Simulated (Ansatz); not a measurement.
`N#CCCl` + CH₃OH → `N#CCCO` + HCl at 500 K and 1 bar (formal exchange of groups at a C–Cl bond).

Computed with Ansatz on PBE0-D4/def2-TZVP structures; ΔE is electronic, products minus reactants. CCSD(T)/CBS is the MP2 limit (def2-TZVPP, def2-QZVPP) plus CCSD(T) − MP2 in def2-TZVPP, frozen cores. This one scheme is used for every species. One conformer a species, not always the lowest.

```csv
species,CCSD(T)/CBS energy (Eh),H − E (kJ/mol),S (J/(mol·K))
`N#CCCl`,-591.75758,125.5,321.7
CH₃OH,-115.61712,157.0,265.4
`N#CCCO`,-247.01648,247.6,364.8
HCl,-460.38127,32.5,201.9
```

H − E and S are ideal-gas, rigid-rotor, harmonic terms from PBE0-D4/def2-TZVP, for one conformer and one mirror image of each species. 1 Eh = 2625.50 kJ/mol, R = 8.31446 J/(mol·K).

Question: By hand: ΔE, ΔH, ΔS and ΔG.

Answer: ΔE = (-247.01648) + (-460.38127) − (-591.75758) − (-115.61712) = -0.02305 Eh = -60.5 kJ/mol. Δ(H − E) = 247.6 + 32.5 − 125.5 − 157.0 = -2.4, so ΔH = -62.9 kJ/mol. ΔS = 364.8 + 201.9 − 321.7 − 265.4 = -20.4 J/(mol·K). ΔG = -62.9 − 500 × (-20.4)/1000 = -52.7 kJ/mol.

Question: By hand: the equilibrium constant, and the temperature at which ΔG would vanish if ΔH and ΔS stayed fixed.

Answer: log₁₀ K = −ΔG/(RT ln 10) = 5.5. ΔG = 0 at ΔH/ΔS = 3083 K, far beyond where these terms or the molecules hold.

ΔH outweighs TΔS. A doubt of 5 kJ/mol in ΔE shifts log₁₀ K by 0.5 here. Other conformers and mirror images would add mixing entropy, several J/(mol·K) or more a flexible species. These are equilibria of isolated gas molecules and say nothing of rates. Largest T1 diagnostic: 0.012 (customary marks: 0.02 for closed shells, 0.045 for open ones).
